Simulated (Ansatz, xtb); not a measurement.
**C2H3F: 4 structures ranked**

4 gas-phase structures of C2H3F, found in a search over its isomers (lower ones may exist). Each was relaxed with GFN2-xTB:

A. `[CH]CF`, a singlet
B. `C[C]F`, a triplet
C. `C[C]F`, a singlet
D. `C=CF`, a singlet

Q: Which do you expect lowest at r2SCAN-D4/def2-SVP, and how would the others follow?

A: Calculated order at r2SCAN-D4/def2-SVP: D (0.000), C (2.380), B (2.726), A (3.446) eV.

Energies above the lowest of each column, in eV; the last columns are at PBE0-D3(BJ)/def2-SVP geometries and were run for some of them only (a dash: not run or not comparable):

```
structure  GFN2-xTB  HF/STO-3G  r2SCAN-D4/def2-SVP  PBE0-D3(BJ)/def2-SVP  CCSD(T)/def2-TZVPP
        D     0.000      0.000               0.000                 0.000               0.000
        C     2.354      1.596               2.380                 2.378               2.288
        B         –      1.178               2.726                 2.890               3.156
        A     3.123      3.373               3.446                     –                   –
```

Every level run on D puts it lowest or level with the lowest. Some further structures that were screened fall inside this span and aren't listed. Flexible structures stand in one conformer each, not always the lowest. Frequencies (PBE0-D3(BJ)/def2-SVP) were run for B, C, D alone. GFN2-xTB has no spin polarisation and isn't compared across spin states. Open shells are spin-unrestricted.

Programs: Ansatz 0.2.0, xtb 6.7.1.
